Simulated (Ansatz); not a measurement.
Input file:

```yaml
crystal:
  periodic: [false, false, false]
  atoms:
    - {symbol: Ge, position_ang: [0.000000, 0.000000, 2.105092]}
    - {symbol: P, position_ang: [0.000000, 0.000000, -0.076447]}
    - {symbol: P, position_ang: [0.000000, 0.000000, -2.028645]}
basis:
  gaussian: {orbitals: STO-3G}
magnetization: {spin_polarized: true, initial_magnetization: 0}
correlation: {method: ccsdt, electrons: outside_noble_gas, diis_vectors: 1}
output: {forces: true}
```

```sh
$ ansatz run in.yaml --threads 1 --pin off --events-out ev --progress --plain --max-ram 2393MiB
```

The program prints:

```
527 factors; integrals over basis functions are off by at most 3.5e-8 eV
mean field evaluation 1: about -74160.8005 eV, gradient 6.7e0 eV
mean field evaluation 2: about -74160.8150 eV, gradient 6.7e0 eV
mean field evaluation 4: about -74161.3962 eV, gradient 1.6e0 eV
mean field evaluation 8: about -74161.5150 eV, gradient 1.6e-1 eV
mean field evaluation 16: about -74162.3583 eV, gradient 1.4e0 eV
mean field evaluation 32: about -74162.9978 eV, gradient 6.5e-2 eV
mean field evaluation 64: about -74161.5163 eV, gradient 2.2e-2 eV
mean field evaluation 96: about -74162.9994 eV, gradient 3.6e-5 eV
mean field evaluation 128: about -74160.6592 eV, gradient 5.0e0 eV
mean field evaluation 160: about -74160.9546 eV, gradient 3.8e0 eV
...
mean field -74162.99940779 eV, -2725.4399587500 hartree, gradient 1.8e-6 eV, S^2 1.446974; 27 other end points of the search recorded, 0 dependent functions left out
determinant -74162.99940779 eV, -2725.4399587500 hartree, with singles and doubles -74166.85345885 eV, -2725.5815925139 hartree
determinant -74162.98614413 eV, -2725.4394713194 hartree, with singles and doubles -74166.92198145 eV, -2725.5841106729 hartree
determinant -74162.93903484 eV, -2725.4377400847 hartree, with singles and doubles -74166.56548535 eV, -2725.5710096831 hartree
determinant -74162.50129147 eV, -2725.4216533127 hartree, with singles and doubles -74166.82081252 eV, -2725.5803927833 hartree
determinant -74162.37945952 eV, -2725.4171760710 hartree, with singles and doubles -74165.92553708 eV, -2725.5474920179 hartree
determinant -74162.01446542 eV, -2725.4037627854 hartree, with singles and doubles -74165.98783858 eV, -2725.5497815557 hartree
determinant -74161.93809438 eV, -2725.4009562013 hartree, with singles and doubles -74165.97035559 eV, -2725.5491390678 hartree
determinant -74161.58169216 eV, -2725.3878586614 hartree, with singles and doubles -74166.00186271 eV, -2725.5502969328 hartree
determinant -74161.51643610 eV, -2725.3854605453 hartree, with singles and doubles -74166.08281974 eV, -2725.5532720491 hartree
determinant -74160.05364894 eV, -2725.3317041087 hartree, with singles and doubles -74163.38819636 eV, -2725.4542464662 hartree
determinant -74159.80289595 eV, -2725.3224891063 hartree, with singles and doubles -74161.76493906 eV, -2725.3945928608 hartree
determinant -74162.99940779 eV, -2725.4399587500 hartree, with singles and doubles -74167.00878594 eV, -2725.5873006791 hartree
determinant -74162.98614413 eV, -2725.4394713194 hartree, with singles and doubles -74167.05082370 eV, -2725.5888455384 hartree
determinant -74162.93903484 eV, -2725.4377400847 hartree, with singles and doubles -74167.02570866 eV, -2725.5879225776 hartree
determinant -74162.50129147 eV, -2725.4216533127 hartree, with singles and doubles -74167.01908930 eV, -2725.5876793206 hartree
24 core orbitals not correlated, not the lowest: weight in the atoms' cores, before any rotation towards them, 0.965 or more for the frozen orbitals, at most 0.036 for the correlated occupied ones
reference -74162.98614402 eV, -2725.4394713152 hartree; 7, 7 occupied and 5, 5 virtual orbitals, 527 factors
second order -2.57319064 eV of doubles, -0.00000000 eV of singles
...
cycle  70  -4.54889153 eV  change   -8.1e-8 eV  update   1.2e-7
cycle  71  -4.54889158 eV  change   -5.0e-8 eV  update   1.1e-7
cycle  72  -4.54889164 eV  change   -6.2e-8 eV  update   1.1e-7
cycle  73  -4.54889175 eV  change   -1.1e-7 eV  update   1.0e-7
cycle  74  -4.54889185 eV  change   -9.8e-8 eV  update   9.6e-8
cycle  75  -4.54889189 eV  change   -4.5e-8 eV  update   9.0e-8
cycle  76  -4.54889193 eV  change   -4.2e-8 eV  update   8.5e-8
cycle  77  -4.54889200 eV  change   -6.1e-8 eV  update   8.1e-8
cycle  78  -4.54889209 eV  change   -9.0e-8 eV  update   7.8e-8
cycle  79  -4.54889214 eV  change   -5.5e-8 eV  update   7.3e-8
WARN: the results are in doubt because among natural orbitals full CI differs from the method by +0.984 eV
the calculation of the forces begins
Total energy: -74167.53503616 eV, -2725.6066400181 hartree
Atom 0 at     0.000000     0.000000     2.105092 Å, force    -0.000000    -0.000000    -1.942125 eV/Å
Atom 1 at     0.000000     0.000000    -0.076447 Å, force    -0.000000     0.000000     3.096059 eV/Å
Atom 2 at     0.000000     0.000000    -2.028645 Å, force     0.000000    -0.000000    -1.153934 eV/Å
Dipole moment:    -0.000000     0.000000    -0.456581 e Å
In doubt: among natural orbitals full CI differs from the method by +0.984 eV
```

Forces (eV/Å):
```
Ge   0.000  0.000 -1.942
P    0.000  0.000  3.096
P    0.000  0.000 -1.154
```

The T1 diagnostic is 0.074.

Ran on 1 thread of Arm Neoverse V1, shared host: 32 s wall, 0.19 GiB peak host memory.
